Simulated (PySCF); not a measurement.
## Highest orbital energy against ionisation energy along the third row

Calculated with PySCF 2.14, no spin-orbit coupling. Each cell gives −ε(HOMO) / ΔSCF in eV; NIST values include spin-orbit coupling, (s) semi-empirical, (t) theoretical.

```csv
species,UHF,LDA,PBE,PBE0,r2SCAN,NIST (lowest levels)
"Mg (dyall-acv3z, spin-free X2C)",6.896 / 6.615,4.780 / 7.732,4.706 / 7.624,5.433 / 7.552,4.816 / 7.380,7.646
"Al (dyall-acv3z, spin-free X2C)",5.936 / 5.600,3.006 / 6.026,3.086 / 6.069,3.901 / 6.088,3.334 / 6.166,5.986
"Si (dyall-acv3z, spin-free X2C)",8.190 / 7.626,4.564 / 8.223,4.599 / 8.188,5.620 / 8.209,4.900 / 8.310,8.152
"P (dyall-acv3z, spin-free X2C)",10.656 / 9.892,6.285 / 10.564,6.285 / 10.477,7.523 / 10.516,6.686 / 10.623,10.487
"S (dyall-acv3z, spin-free X2C)",10.311 / 9.221,6.157 / 10.553,6.146 / 10.415,7.408 / 10.389,6.391 / 10.352,10.360
"Cl (dyall-acv3z, spin-free X2C)",13.068 / 11.746,8.193 / 13.185,8.118 / 12.955,9.587 / 12.937,8.440 / 12.979,12.968
"Ar (dyall-acv3z, spin-free X2C)",16.065 / 14.529,10.388 / 15.971,10.270 / 15.686,11.963 / 15.694,10.712 / 15.737,15.760
```

Problem. How far is −ε(HOMO) from ΔSCF on average for each method, and why?

Solution. UHF 0.84 eV; LDA -4.13 eV; PBE -4.03 eV; PBE0 -2.85 eV; r2SCAN -3.75 eV. Hartree-Fock orbital energies lack relaxation and so exceed the ΔSCF value; semilocal functionals have convex E(N) from self-interaction, so their HOMO lies far too high; exact exchange moves hybrids part of the way back.
